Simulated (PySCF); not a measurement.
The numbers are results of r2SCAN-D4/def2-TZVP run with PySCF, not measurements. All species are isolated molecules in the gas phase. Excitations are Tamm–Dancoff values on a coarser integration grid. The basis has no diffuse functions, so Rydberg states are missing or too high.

Reference species (SMILES): `[SiH3]Cl` (neutral, multiplicity 1).

The S1 excitation (TDA) comes out as 7.51 eV and the HOMO–LUMO gap comes out as 7.49 eV. The S1 oscillator strength is 0.007.

After one change: the S1 excitation (TDA) drops by 0.17 eV; the HOMO–LUMO gap falls by 0.26 eV; the S1 oscillator strength stays essentially unchanged.

**Question.** Name the change that produced these shifts. The new species is one of these.
(A) `Cl[Si](Cl)(Cl)Cl`
(B) `Cl[SiH2]Cl`
(C) `Cl[SiH](Cl)Cl`

**Answer.** A, `Cl[Si](Cl)(Cl)Cl`
